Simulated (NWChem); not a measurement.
The numbers come from NWChem runs, not from measurements. System: CH$_{3}$, charge 0, spin multiplicity 2, at a geometry optimised with UB3LYP/def2-SVP. The structure started from a generated list of species. Its SCF solution wasn't tested for a lower state. Level: UMP2/def2-TZVP, 1 core orbitals frozen.

The NWChem input:

```
start mol
memory heap 200 mb stack 900 mb global 1100 mb
geometry units angstroms nocenter noautoz
  C      0.000000     0.000000     0.000001
  H      0.000000     0.000000     1.090798
  H     -0.944657     0.000000    -0.545403
  H      0.944657     0.000000    -0.545403
  symmetry group C2v
end
basis spherical
  * library def2-tzvp
end
scf
  uhf
  nopen 1
  maxiter 100
  thresh 1e-7
  semidirect memsize 60000000 filesize 0
  # guess.movecs holds the orbitals of an unrestricted PBE0 run
  vectors input guess.movecs output mol.movecs
end
mp2
  freeze core 1
end
task mp2 energy
```

Part of the output:

```
             Northwest Computational Chemistry Package (NWChem) 7.3.0
             --------------------------------------------------------

                                NWChem Input Module
                                -------------------

 Scaling coordinates for geometry "geometry" by  1.889725989
 (inverse scale =  0.529177249)

 Turning off AUTOSYM since
 SYMMETRY directive was detected!

                             Geometry "geometry" -> ""
                             -------------------------

 Output coordinates in angstroms (scale by  1.889725989 to convert to a.u.)

  No.       Tag          Charge          X              Y              Z
 ---- ---------------- ---------- -------------- -------------- --------------
    1 C                    6.0000     0.00000000     0.00000000     0.00000100
    2 H                    1.0000     0.00000000     0.00000000     1.09079800
    3 H                    1.0000    -0.94465700     0.00000000    -0.54540300
    4 H                    1.0000     0.94465700     0.00000000    -0.54540300

 Effective nuclear repulsion energy (a.u.)       9.5725784505

            Nuclear Dipole moment (a.u.)
            ----------------------------
        X                 Y               Z
 ---------------- ---------------- ----------------
     0.0000000000     0.0000000000    -0.0000037795

      Symmetry information
      --------------------

 Group name             C2v
 Group number             16
 Group order               4
 No. of unique centers     3

      Symmetry unique atoms

     1    2    3


 Summary of "ao basis" -> "" (spherical)
 ------------------------------------------------------------------------------
       Tag                 Description            Shells   Functions and Types
 ---------------- ------------------------------  ------  ---------------------
 *                         def2-tzvp                  on all atoms

 Summary of "ao basis" -> "ao basis" (spherical)
 ------------------------------------------------------------------------------
       Tag                 Description            Shells   Functions and Types
[...]
  AO/Fock/Back tols     =   1.0D-09  1.0D-09  1.0D-09

 GA uses MA = F    GA memory limited = T

 Available:
  local mem=  1.26D+08
 global mem=  1.44D+08
 local disk=  0.00D+00
  mp2_memr nvloc                    44
  nvloc new                    44
   1 passes of   4:        3145728                      13694                    737212.
   1 passes of   4: M    126153527           G      144174398           F     123007799.

 Semi-direct pass number   1 of   1  for UHF alpha       at        0.4s
  vrange nnbf                  1225
  mp2_eaftype                    10  avail_ma_in_mb                  1099
 EAF : mp2_eaftype filesize          10     368606.
  mp2_eaf for mointskh                     10
Node 0 wrote      1.7 Mb in      0.0 s     Agg I/O rate:  1264.1 Mb/s
 Done moints_semi at        0.7s
  mp2_eaftype                    10  avail_ma_in_mb                  1089
 EAF : mp2_eaftype filesize          10     368606.
  mp2_eaf for kh                    10
 Done maket at        0.8s
 Done multipass loop at        0.8s

 GA uses MA = F    GA memory limited = T

 Available:
  local mem=  1.26D+08
 global mem=  1.44D+08
 local disk=  0.00D+00
  mp2_memr nvloc                    45
  nvloc new                    45
   1 passes of   3:        3145728                      11645                    566447.
   1 passes of   3: M    126153527           G      144174398           F     123007799.

 Semi-direct pass number   1 of   1  for UHF beta        at        0.8s
  vrange nnbf                  1225
  mp2_eaftype                    10  avail_ma_in_mb                  1099
 EAF : mp2_eaftype filesize          10     283223.
  mp2_eaf for mointskh                     10
Node 0 wrote      1.3 Mb in      0.0 s     Agg I/O rate:  1269.2 Mb/s
 Done moints_semi at        1.2s
  mp2_eaftype                    10  avail_ma_in_mb                  1089
 EAF : mp2_eaftype filesize          10     283223.
  mp2_eaf for kh                    10
 Done maket at        1.2s
 Done multipass loop at        1.2s

          -------------------------------------------
          SCF energy                 -39.577054781012
          Correlation energy          -0.150158477484
          Singlet pairs                0.000000000000
          Triplet pairs                0.000000000000
          Total MP2 energy           -39.727213258496
          -------------------------------------------

          ---------------------------------------------------
                    Spin Component Scaled (SCS) MP2
          Same spin pairs                     -0.029198093411
          Same spin scaling factor             0.333333333333
          Opposite spin pairs                 -0.120960384073
          Opposite spin scaling fact.          1.200000000000
          SCS-MP2 correlation energy          -0.154885158691
          Total SCS-MP2 energy               -39.731939939703
          ---------------------------------------------------

 -----------------------
 Performance information
 -----------------------

 Timer overhead =  1.37D-07 seconds/call

               Nr. of calls         CPU time (s)                 Wall time (s)                GFlops
             ---------------    -------------------     ------------------------------   -------------------
Name         Min   Avg   Max    Min     Avg     Max     Min     Avg     Max   Mx/calls   Min     Max     Sum
mp2: moin     2     2     2   0.74    0.74    0.74     0.74    0.74    0.74    0.37      0.0     0.0     0.0
mp2: make     2     2     2   3.25E-2 3.25E-2 3.25E-2  3.25E-2 3.25E-2 3.25E-2 1.63E-2   0.0     0.0     0.0
mp2: tota     1     1     1   0.84    0.84    0.84     0.84    0.84    0.84    0.84      0.0     0.0     0.0

 The average no. of pstat calls per process was 5.00D+00
 with a timing overhead of 6.84D-07s

 Task  times  cpu:        1.1s     wall:        1.1s

 Total times  cpu:        1.2s     wall:        1.2s
```
